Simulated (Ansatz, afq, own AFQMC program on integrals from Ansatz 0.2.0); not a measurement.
## S, triplet in cc-pVDZ, levels against full CI

A free S atom.

Basis cc-pVDZ. Noble-gas cores (and the filled d shells of Ga–Kr and In–Xe) are frozen. Ansatz 0.2.0 and our own AFQMC program on the same integrals; the CISD trial comes from CCSD amplitudes, and released means the phaseless constraint is let go. Free AFQMC starts from the CCSD state and is never constrained. Its projection time is finite, and what remains of the start isn't in its error. Error bars are statistical, one sigma.

Determinant: UHF, the one that the program's search chose, which needn't be the lowest solution.

Full CI on the same integrals is exact in this basis and with this determinant's frozen core.

The T1 diagnostic is 0.0070 and the weight of the determinant in the CISD state is 0.948. The ⟨S²⟩ of the determinant is 2.007 and the size of the correlated space is 6 electrons in 13 orbitals.

```csv
level,correlation energy (eV)
MP2,-2.2804
CCSD,-2.7923
CCSD(T),-2.8232
```

Estimate where free-projection AFQMC lies against CCSD(T) on the same integrals.

0.18 ± 0.04 kcal/mol below CCSD(T).

Reference: full CI, correlation energy -2.834 eV. The released energy is read at 2.40 1/Eh (meV from the phaseless value at times in 1/Eh: -0.3 ± 1.5 at 0.24, -4.2 ± 1.4 at 0.51, -4.1 ± 1.5 at 0.99, -4.6 ± 1.4 at 1.62, -6.2 ± 1.7 at 2.40).

```json
{"level": "CCSD(T)", "E − E(reference) (kcal/mol)": "0.24", "share of correlation (%)": "99.63"}
{"level": "CCSDT", "E − E(reference) (kcal/mol)": "0.08", "share of correlation (%)": "99.88"}
{"level": "CCSDT(Q)", "E − E(reference) (kcal/mol)": "0.02", "share of correlation (%)": "99.98"}
{"level": "CCSDTQ", "E − E(reference) (kcal/mol)": "0.00", "share of correlation (%)": "100.00"}
{"level": "ph-AFQMC/HF", "E − E(reference) (kcal/mol)": "2.05 ± 0.40", "share of correlation (%)": "96.86"}
{"level": "ph-AFQMC/CISD", "E − E(reference) (kcal/mol)": "0.10 ± 0.04", "share of correlation (%)": "99.84"}
{"level": "released AFQMC", "E − E(reference) (kcal/mol)": "-0.04 ± 0.04", "share of correlation (%)": "100.06"}
{"level": "free AFQMC", "E − E(reference) (kcal/mol)": "0.06 ± 0.04", "share of correlation (%)": "99.91"}
```

CCSDT and higher add their correlation energy to the determinant of the CCSD(T) run, since their own runs factorise the integrals more tightly (a shift of under 2 meV). Free projections are given only where their last times agree within the noise and don't stop above the reference; a slow remainder of the start can still hide under it. A walk keeps the symmetry of its determinant, which the program's search chose and which needn't be the lowest solution, so a lower state of the same spin and another symmetry isn't excluded. Released energies are given only where the last usable release times agree within the noise; a slower fall can still hide under it.
